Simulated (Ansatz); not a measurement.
Diamond-structure Si, treated with revPBE (PAW; Ansatz, a first-principles code).

Settings: plane-wave cutoff 520 eV, 12×12×12 k mesh, scalar-relativistic PAW data made under PBE.

Cell (relaxed at this level):

```xyz
2
Lattice="0.0000 2.7469 2.7469 2.7469 0.0000 2.7469 2.7469 2.7469 0.0000" Properties=species:S:1:pos:R:3 pbc="T T T"
Si     2.7469     2.7469     2.7469
Si     4.1204     4.1204     4.1204
```

**Question.** What does this level give for the Voigt–Reuss–Hill bulk modulus, elastic constant C11, Young modulus, Poisson ratio, elastic constant C12 and elastic constant C44?

**Answer.** 
- Voigt–Reuss–Hill bulk modulus: 86.0 GPa
- elastic constant C11: 150 GPa
- Young modulus: 150 GPa
- Poisson ratio: 0.209
- elastic constant C12: 53.9 GPa
- elastic constant C44: 73.7 GPa

Measured, for comparison: elastic constant C11 168 GPa, elastic constant C12 64.9 GPa, elastic constant C44 80.2 GPa (low temperature, zero-point motion not removed; as tabulated in Tanner et al. (2021), arXiv:2110.11888). Computed (rounded) less measured: elastic constant C11 -11 %, elastic constant C12 -17 %, elastic constant C44 -8 %.

Elastic constants are with the ions relaxed.

Static lattice: no zero-point or thermal effects.

Cost on a shared machine: very roughly 120 core-seconds.
